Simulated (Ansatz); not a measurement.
Reaction (SMILES): OCl (OH-Cl) → Cl atom + H atom + O atom
B3LYP-D3(BJ)/def2-TZVP geometries, fixed; electronic energies without zero-point terms.
Largest species:
```
O
H 1 0.9686
Cl 1 1.7015 2 103.27
```

Basis-set convergence of the atomisation energy at PBE0 with Ansatz (a program for electronic structure). All functions are spherical. The program fits the integrals of some runs and decomposes those of others, by size. Open shells are unrestricted. No added dispersion term, no relativity. Functions are those of the species that has most. Reference: the value in pcseg-4, 163.23 kcal/mol, itself unsure by roughly 0.09 kcal/mol (its mean distance from aug-pcseg-3, aug-cc-pV(Q+d)Z, cc-pV(5+d)Z). Deviations are taken from unrounded values.

| basis | functions | atomisation energy (kcal/mol) | minus reference (kcal/mol) |
|---|---|---|---|
| pcseg-0 | 24 | 127.12 | -36.11 |
| def2-SV(P) | 34 | 150.38 | -12.85 |
| def2-SVP | 37 | 156.31 | -6.92 |
| pcseg-1 | 37 | 153.44 | -9.79 |
| cc-pV(D+d)Z | 42 | 155.01 | -8.22 |
| def2-TZVP | 74 | 161.23 | -2.00 |
| pcseg-2 | 78 | 161.95 | -1.28 |
| cc-pV(T+d)Z | 83 | 162.04 | -1.19 |
| def2-TZVPP | 87 | 162.34 | -0.89 |
| cc-pV(Q+d)Z | 149 | 162.91 | -0.32 |
| def2-QZVPP | 157 | 162.79 | -0.44 |
| pcseg-3 | 157 | 163.24 | 0.01 |
| cc-pV(5+d)Z | 246 | 163.09 | -0.13 |
| pcseg-4 | 267 | 163.23 | 0.00 |

The smallest set listed that lies within 4 kcal/mol of the reference with all its larger relatives (same family, alike in diffuse functions; a set with none counts only in the reference's own line) is def2-TZVP (74 functions, -2.00 kcal/mol off).
